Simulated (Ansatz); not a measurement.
Consider the isomerisation: `C/C(O)=C/N` → `COC(C)=N`.

Computed with Ansatz on PBE0-D4/def2-TZVP structures; ΔE is electronic, products minus reactants. CBS: MP2 limit from def2 TZ/QZ plus the TZ coupled-cluster correction, frozen cores. Each species was taken in one conformer, which may not be the lowest.

```
     species  MP2/def2-QZVPP energy (Eh)
`C/C(O)=C/N`                  -248.10456
  `COC(C)=N`                  -248.10702
```

Question: Work out ΔE.

Answer: ΔE = (-248.10702) − (-248.10456) = -0.00246 Eh = -6.5 kJ/mol. CCSD(T)/CBS gives -8.0 kJ/mol.

Largest T1 diagnostic among the species: 0.013.

In def2-TZVPP, CCSD(T) changes the Hartree–Fock value by +14.7 kJ/mol (the triples alone add +0.4 kJ/mol) and MP2 by +18.3 kJ/mol.
